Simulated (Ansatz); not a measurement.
Two shapes of singlet CH₅N.

Shape 1:

```xyz
7

C    -0.0485    0.0438   -0.6948
N    -0.0261    0.0459    0.7161
H     0.0226   -1.0219   -1.1546
H    -0.9165    0.5319   -1.0954
H     0.8374    0.5599   -1.0614
H    -0.8398   -0.4023    1.1596
H     0.8589   -0.4363    1.1266
```

Shape 2:

```xyz
7

C    -0.0091    0.0352   -0.6972
N     0.0085    0.0677    0.7465
H     0.0078   -0.9795   -1.1540
H    -0.8892    0.5703   -1.0780
H     0.8739    0.5692   -1.0883
H    -0.8160   -0.4272    1.1234
H     0.8130   -0.4194    1.1306
```

Basis set: cc-pVTZ (spherical functions). Correlated methods keep 2 orbitals frozen. Charge 0, multiplicity 1.

Computed with Ansatz (development build ahead of 0.2.0); each method stands on the lowest determinant of its kind that the runs found.

**Question.** Which shape is lower in energy, and by how much in each method?

**Answer.**

```json
{"method": "RHF", "E(2) − E(1) (eV)": "-0.265"}
{"method": "RHF-MP2", "E(2) − E(1) (eV)": "-0.237"}
```

Shape 2 is lower.
